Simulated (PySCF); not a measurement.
ethylene cation (C2H4), SMILES C=C (connectivity only; charge and spin as stated), charge +1, multiplicity 2.

Geometry: B3LYP-D3(BJ)/def2-TZVP. The spin state was assumed, not searched.

Level of theory: B3LYP-D3(BJ)/def2-TZVP (PySCF).

Frequencies are harmonic and unscaled.

```tsv
mode	ν (cm⁻¹)	IR (km/mol)	moving atoms (share of kinetic energy)
1	614	0.0	H 95 %
2	788	5.4	H 95 %
3	888	40.8	H 85 %, C 15 %
4	1079	0.8	H 65 %, C 35 %
5	1206	12.4	H 66 %, C 34 %
6	1275	0.0	C 51 %, H 49 %
7	1432	55.2	H 90 %, C 10 %
8	1503	0.0	H 61 %, C 39 %
9	3086	0.0	H 95 %
10	3090	85.2	H 96 %
11	3181	3.4	H 89 %, C 11 %
12	3201	85.2	H 89 %, C 11 %
```
